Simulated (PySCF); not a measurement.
C3H7, SMILES C[CH]C, multiplicity 2.

The structure is a stationary point at PBE0-D3(BJ)/def2-TZVP. The isomer is the one that the SMILES or the coordinates give; other isomers of the formula were not compared.

Two levels are set side by side: PBE/def2-TZVPD (PySCF) and PBE0/def2-TZVPD (PySCF). Same geometry, gas phase. Differences are taken from unrounded values.

```csv
quantity,PBE0
α-spin orbital gap (eV),5.83
β-spin orbital gap (eV),8.81
dipole moment (D),0.21
mean polarisability (bohr³),40.6
```

Question: What does PBE give, and how far is it from PBE0? (Estimate from the structure and the level; the computed values follow.)

Answer: 
```csv
quantity,PBE,PBE minus PBE0
α-spin orbital gap (eV),3.90,-1.94
β-spin orbital gap (eV),6.14,-2.67
dipole moment (D),0.23,0.01
mean polarisability (bohr³),42.8,2.2
```

PBE's more diffuse valence density responds more strongly to a field. Differences between two approximate levels are no errors against the true value.

Rough cost on one machine, each run with all the roots and properties that it gave: PBE0 against PBE within a factor of 2.
